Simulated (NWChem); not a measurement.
System: methylamine (CH5N); SMILES CN

Output (shortened):

```
             Northwest Computational Chemistry Package (NWChem) 7.3.0
             --------------------------------------------------------

 CS  symmetry detected

                             Geometry "geometry" -> ""
                             -------------------------

 Output coordinates in angstroms (scale by  1.889725989 to convert to a.u.)

  No.       Tag          Charge          X              Y              Z
 ---- ---------------- ---------- -------------- -------------- --------------
    1 C                    6.0000    -0.00877574    -0.69584993     0.00000000
    2 N                    7.0000    -0.09442946     0.74804602     0.00000000
    3 H                    1.0000    -0.53011257    -1.10137747    -0.88172400
    4 H                    1.0000    -0.53011257    -1.10137747     0.88172400
    5 H                    1.0000     1.01461489    -1.12793238     0.00000000
    6 H                    1.0000     0.37963545     1.13473237    -0.81332000
    7 H                    1.0000     0.37963545     1.13473237     0.81332000

 Effective nuclear repulsion energy (a.u.)      42.0591357843

      Symmetry information
      --------------------

 Group name             Cs
 Group number              2
 Group order               2
 No. of unique centers     5

                                 NWChem DFT Module
                                 -----------------

 Summary of "ao basis" -> "ao basis" (spherical)
 ------------------------------------------------------------------------------
       Tag                 Description            Shells   Functions and Types
 ---------------- ------------------------------  ------  ---------------------
 C                           3-21g                   5        9   3s2p
 N                           3-21g                   5        9   3s2p
 H                           3-21g                   2        2   2s

      Symmetry analysis of basis
      --------------------------

        a'         20
        a"          8

            General Information
            -------------------
          SCF calculation type: DFT
          Wavefunction type:  closed shell.
          No. of atoms     :     7
          No. of electrons :    18
           Alpha electrons :     9
            Beta electrons :     9
          Charge           :     0
          Spin multiplicity:     1
          Use of symmetry is: on ; symmetry adaption is: on
          Maximum number of iterations: 150
          AO basis - number of functions:    28
                     number of shells:    20
          Convergence on energy requested:  1.00D-06
          Convergence on density requested:  1.00D-05
          Convergence on gradient requested:  5.00D-04

              XC Information
              --------------
                         B3LYP Method XC Potential
                     Hartree-Fock (Exact) Exchange  0.200
                        Slater Exchange Functional  0.800 local
                    Becke 1988 Exchange Functional  0.720 non-local
              Lee-Yang-Parr Correlation Functional  0.810
                  VWN I RPA Correlation Functional  0.190 local

             Grid Information
             ----------------
          Grid used for XC integration:  medium
          Radial quadrature: Mura-Knowles
          Angular quadrature: Lebedev.
          Tag              B.-S. Rad. Rad. Pts. Rad. Cut. Ang. Pts.
          ---              ---------- --------- --------- ---------
          C                   0.70       49           7.0       434
          N                   0.65       49           7.0       434
          H                   0.35       45           8.0       434
          Grid pruning is: on
          Number of quadrature shells:   233
          Spatial weights used:  Erf1

      Superposition of Atomic Density Guess
      -------------------------------------

 Sum of atomic energies:         -93.95811521

      Non-variational initial energy
      ------------------------------

 Total energy =     -95.101350
 1-e energy   =    -208.940518
 2-e energy   =      71.780032
 HOMO         =      -0.287360
 LUMO         =       0.170005

      Symmetry analysis of molecular orbitals - initial
      -------------------------------------------------

  Numbering of irreducible representations:

     1 a'          2 a"

  Orbital symmetries:

     1 a'          2 a'          3 a'          4 a'          5 a"
     6 a'          7 a'          8 a"          9 a'         10 a'
    11 a'         12 a"         13 a'         14 a"         15 a'
    16 a'         17 a"         18 a'         19 a"

     ---------------------------------------------
      Total Density - Mulliken Population Analysis
     ---------------------------------------------

    Atom       Charge   Shell Charges
 -----------   ------   -------------------------------------------------------
    1 C    6     6.45   1.99  0.40  1.50  1.07  1.49
    2 N    7     7.94   1.99  0.40  1.89  1.32  2.34
    3 H    1     0.78   0.43  0.35
    4 H    1     0.78   0.43  0.35
    5 H    1     0.80   0.43  0.37
    6 H    1     0.63   0.38  0.25
    7 H    1     0.63   0.38  0.25

   convergence    iter        energy       DeltaE   RMS-Dens  Diis-err
 ---------------- ----- ----------------- --------- --------- ---------
 d= 0,ls=0.0,diis     1    -95.2938780829 -1.37D+02  1.86D-02  2.65D-01
 d= 0,ls=0.0,diis     2    -95.3137633303 -1.99D-02  9.16D-03  8.28D-02
 d= 0,ls=0.0,diis     3    -95.3195673102 -5.80D-03  3.18D-03  3.11D-02
 d= 0,ls=0.0,diis     4    -95.3226696047 -3.10D-03  3.01D-04  7.67D-05
 d= 0,ls=0.0,diis     5    -95.3226768411 -7.24D-06  1.20D-04  2.32D-05
  Resetting Diis
 d= 0,ls=0.0,diis     6    -95.3226796625 -2.82D-06  1.47D-05  7.19D-08
 d= 0,ls=0.0,diis     7    -95.3226796765 -1.39D-08  2.39D-06  8.50D-10

[...]
```

Level: B3LYP/3-21G. Coordinates come from a PBE0/def2-SVP optimisation.

### Question
Reconstruct the input file.

### Answer
One answer among several that fit: the input that was run:
```
start job
memory heap 200 mb stack 900 mb global 1100 mb
geometry units angstroms noautoz
  C     -0.007721     0.690034     0.000000
  N     -0.096730    -0.753659     0.000000
  H     -0.528114     1.096772    -0.881724
  H     -0.528114     1.096772     0.881724
  H      1.016671     1.119737     0.000000
  H      0.376435    -1.141446    -0.813320
  H      0.376435    -1.141446     0.813320
end
basis spherical
  * library 3-21g
end
dft
  xc b3lyp
  iterations 150
  mulliken
end
task dft energy
```
